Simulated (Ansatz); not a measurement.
# SF₄: one species, many methods

The task here is to estimate one member of a computed series from the others.

Computed with Ansatz 0.2.0, Gaussian basis. Level: functionals in def2-TZVPP, the program's frozen cores in correlated methods.

Plan: LDA (SPW92), PBE-D4, revPBE-D4, BLYP-D4, r2SCAN-D4, B97M-V, PBE0-D4, B3LYP-D4, r2SCANh-D4, r2SCAN0-D4, HSE06-D4, BHLYP-D4, CAM-B3LYP-D4, LC-ωPBE, ωB97X-V, ωB97M-V, B2PLYP, PBE-QIDH; CCSD(T)/def2-SVP; CCSD(T)/def2-TZVPP; CCSD(T)/def2-QZVPP; extrapolation to the limit; RPA on PBE.

### The geometry

The geometry comes from an earlier relaxation with PBE0-D4 in a triple-zeta def2 set; it is a stationary point.

SMILES `FS(F)(F)F`, 5 atoms, charge 0, spin multiplicity 1.

Atoms are counted from 1 here; the program's logs count them from 0.

Bond lengths: F1–S2 1.553 Å, S2–F3 1.649 Å, S2–F4 1.649 Å, S2–F5 1.553 Å. Angles: F1–S2–F3 87.6°, F1–S2–F4 87.6°, F1–S2–F5 101.3°, F3–S2–F4 172.5°, F3–S2–F5 87.6°, F4–S2–F5 87.6°.

The first run:

File in.yaml:

```yaml
crystal:
  periodic: [false, false, false]
  atoms:
    - {symbol: F, position_ang: [-0.561173, -0.227980, 1.172798]}
    - {symbol: S, position_ang: [0.063988, -0.357355, -0.243004]}
    - {symbol: F, position_ang: [1.536709, -0.462000, 0.491432]}
    - {symbol: F, position_ang: [-1.440139, -0.077307, -0.858165]}
    - {symbol: F, position_ang: [0.400605, 1.124641, -0.563061]}
basis:
  gaussian: {orbitals: def2-TZVPP}
hamiltonian: {xc: lda}
output: {orbitals: {seedname: orbitals}}
```

Started as:

```
$ ansatz run in.yaml --threads 2 --pin off --events-out ev --progress --plain --max-ram 32768MiB --backend cpu
```

Steps of the session up to this table: LDA; PBE-D4 (GGA); revPBE-D4 (GGA); BLYP-D4 (GGA); r2SCAN-D4 (meta-GGA); B97M-V (meta-GGA); PBE0-D4 (hybrid); B3LYP-D4 (hybrid); r2SCANh-D4 (hybrid); r2SCAN0-D4 (hybrid); HSE06-D4 (hybrid); BHLYP-D4 (hybrid); CAM-B3LYP-D4 (range-separated); LC-ωPBE (range-separated); ωB97X-V (range-separated); ωB97M-V (range-separated); B2PLYP (double hybrid); PBE-QIDH (double hybrid).

One table of the session follows, with a row left open; its other results are not shown here.

```
  functional  HOMO (eV)  LUMO (eV)  gap (eV)
 LDA (SPW92)      -8.40      -3.21      5.19
      PBE-D4      -8.15      -2.91      5.24
   revPBE-D4      -8.06      -2.80      5.26
     BLYP-D4      -8.11      -2.84      5.27
   r2SCAN-D4      -8.52      -2.81      5.71
      B97M-V      -8.65      -2.76      5.90
     PBE0-D4      -9.82      -1.93      7.89
    B3LYP-D4      -9.62      -2.24      7.38
  r2SCANh-D4          ?          ?         ?
  r2SCAN0-D4     -10.08      -1.86      8.21
    HSE06-D4      -9.41      -2.32      7.09
    BHLYP-D4     -11.46      -0.87     10.60
CAM-B3LYP-D4     -11.33      -0.78     10.56
     LC-ωPBE     -12.56       0.58     13.14
     ωB97X-V     -12.23       0.48     12.70
     ωB97M-V     -12.16       0.39     12.56
```

Estimate the missing values for r2SCANh-D4.

Worked estimate for «HOMO (eV)». Against the share of exact exchange, r2SCAN-D4 (0, -8.52), r2SCAN0-D4 (0.25, -10.08) give a slope of -6.24 per unit share; at 0.1 the line stands at -9.14.

The run gave: HOMO (eV): -9.14; LUMO (eV): -2.43; gap (eV): 6.71. In «HOMO (eV)» the line misses by 0.00.
